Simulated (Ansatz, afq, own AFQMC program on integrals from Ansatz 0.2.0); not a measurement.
AFQMC on a folder of integrals that Ansatz 0.2.0 wrote.

```yaml
crystal:
  periodic: [false, false, false]
  atoms:
    - {symbol: Si, position_ang: [0.000000, -0.049353, 0.892089]}
    - {symbol: O, position_ang: [0.000000, 0.141500, -1.690870]}
    - {symbol: H, position_ang: [1.203564, -0.770791, 1.389845]}
    - {symbol: H, position_ang: [0.000000, 1.340578, 1.402040]}
    - {symbol: H, position_ang: [-1.203564, -0.770791, 1.389845]}
    - {symbol: H, position_ang: [0.000000, -0.669873, -2.199321]}
basis:
  gaussian: {orbitals: 6-31G}
magnetization: {spin_polarized: false}
correlation: {method: ccsd_t, electrons: outside_noble_gas, hamiltonian_folder: ham}
```

```sh
$ ansatz run in.yaml --threads 1 --pin off --events-out ev --progress --plain --max-ram 1382MiB
```

afq runs on the folder ham with

```
--method phaseless --trial cisd --walkers 70 --populations 1 --least-time 40 --time-step 0.005 --steps-per-block 50 --equilibration-blocks 40 --max-blocks 300 --target-error 0.0009 --factor-cut 1e-05 --seed 4493 --release-times 0.24,0.51,0.99,1.62,2.4 --release-step 0.03 --release-every 4 --taylor-order 6
```

Times are imaginary, in 1/Eh. The walk had a cap of 533 s.

Log:

```
orbitals 24  electrons 7 7  factors 154 of 343
reference energy -365.91238804 Eh
CCSD correlation -0.22988516 Eh in 13 cycles, weight of the determinant in the CISD state 0.8507
energy of the start -366.142273 Eh
 block  time / (1/Eh)  mean weight  energy / Eh
     1     0.250  0.9988  -366.138066
     2     0.500  0.9990  -366.138750
     3     0.750  1.0003  -366.143581
     4     1.000  0.9998  -366.141342
     5     1.250  0.9994  -366.139724
     8     2.000  0.9988  -366.145903
    11     2.750  1.0024  -366.145979
    26     6.500  0.9990  -366.153185
    41    10.250  1.0013  -366.145198
    56    14.000  1.0014  -366.141002
    71    17.750  1.0007  -366.143846
    86    21.500  1.0010  -366.146338
    91    22.750  1.0008  -366.165012
   101    25.250  0.9992  -366.146512
   116    29.000  1.0015  -366.160683
   131    32.750  1.0000  -366.144737
   146    36.500  1.0010  -366.135952
   161    40.250  1.0004  -366.147785
   176    44.000  0.9980  -366.158627
   191    47.750  0.9993  -366.146892
   206    51.500  0.9997  -366.162642
   216    54.000  0.9997  -366.141830
blocks merged  error / Eh  count
     1  0.000550  180
     2  0.000658  90
     4  0.000804  45
     8  0.000816  22
    16  0.000936  11
released: time / (1/Eh)  energy / Eh  error  mean overlap
  0.24  -366.148985  0.000722  0.9910
  0.51  -366.148378  0.000769  0.9908
  0.99  -366.149969  0.000841  0.9811
  1.62  -366.150856  0.000646  0.9704
  2.40  -366.151129  0.001081  0.9531
energy -366.149351 +/- 0.000816 Eh
(rows thinned)
```

The run passed its tests (sampling time, drift between the halves within three errors, error under three times the target), which doesn't prove that it has relaxed.

Against this walk (error 22.2 meV) on the same determinant: CCSD(T) 10.4 meV higher (within the noise), CCSDT(Q) 38.2 meV lower (within the noise). The error is statistical and leaves out the bias of the constraint. Released to 2.40 1/Eh the energy moves by -48 ± 37 meV (both errors), within twice the noise.

Cautions: constraint bias not in the error; higher spins were not checked; restricted determinant unstable towards unrestricted (UHF 727 meV lower, ⟨S²⟩ 0.73); strong correlation (T1 0.031, weight of the determinant 0.85, largest double 0.21); the bias of populations of 70 walkers isn't removed.

The walk took 92 s on 1 thread of Intel(R) Xeon(R) Platinum 8259CL CPU @ 2.50GHz (Skylake/Cascade Lake), on a shared host. The log's last line is the phaseless energy.

CCSDT and higher add their correlation energy to the determinant of the CCSD(T) run, since their own runs factorise the integrals more tightly (a shift of under 2 meV). A walk keeps the symmetry of its determinant, which the program's search chose and which needn't be the lowest solution, so a lower state of the same spin and another symmetry isn't excluded.
